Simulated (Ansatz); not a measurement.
System: 1T (CdI2-type) CdI₂. Method: HSE06 (PAW; Ansatz, a program for electronic structure).

Numerical settings: plane-wave cutoff 500 eV, 6×6×4 k mesh (along the axes of the cell as run), gaussian smearing 0.02 eV, scalar-relativistic PAW data made under PBE.

Cell (relaxed at this level):

CdI2 has the trigonal space group P-3m1 (No. 164), the CdI2 type structure, Pearson symbol hP3. Conventional cell: a = b = 4.2974 Å, c = 7.6193 Å, α = β = 90.00°, γ = 120.00°. Cd on 1a is surrounded by 6 I at 3.008 Å (octahedral). I on 2d is surrounded by 3 Cd at 3.008 Å (trigonal pyramidal). (Neighbours: up to the widest gap in distance over summed covalent radii, below 1.35, at either atom; cation-cation and far metal-metal contacts left out.)

Task: Estimate the band gap that the calculation returns.

Result: 
- band gap = 3.43 eV (on the SCF k mesh)

Note: the cell comes from a level without a dispersion term, which matters for the spacing of layers, chains or molecules; the cell has widely spaced layers and the level no dispersion term, so their spacing and the moduli can rest on weak binding.

Spin–orbit coupling is not included; with these elements it can move the gap by several tenths of an eV or more.

Computed values are for the static lattice.

Computing time: roughly 30 core-minutes.
